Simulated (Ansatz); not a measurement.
For spinel CdLu2S4, LDA (plane waves, PAW; Ansatz, a quantum-chemistry and plane-wave program) gives:

- lattice parameter a = 10.839 Å
- cohesive energy = 5.53 eV/atom
- band gap = 0.79 eV

Q: What does r²SCAN in Ansatz (plane waves, PAW) give for the same quantities?

A: 
- lattice constant a: 11.059 Å (goes up by 2.0 %)
- cohesive energy: 4.99 eV/atom (falls by 0.54 eV/atom)
- band gap: 1.56 eV (grows by 0.77 eV)

For comparison: lattice constant a 10.945 Å (measured, temperature not stated, copied from a table, unchecked, no zero-point or thermal correction; as tabulated in Journal of Science of the Hiroshima University, Series A: Mathematics, Physics, Chemistry 36, 67 (1972)).

Changes are worked out from the printed values.

Unless a cell is named, each level is at its own relaxed cell (LDA 22.74, r²SCAN 24.16 Å³/atom).

Levels without +SOC leave out spin–orbit coupling, which shifts energies and cells of such heavy elements.

Levels without +SOC have no spin–orbit coupling; where heavier elements are present it shifts gaps, mostly down, and can invert bands. Density-functional gaps are differences of (generalised) Kohn–Sham levels.

Ansatz's density-functional and Hartree–Fock values are scalar-relativistic unless marked +SOC, with PAW data made under PBE.
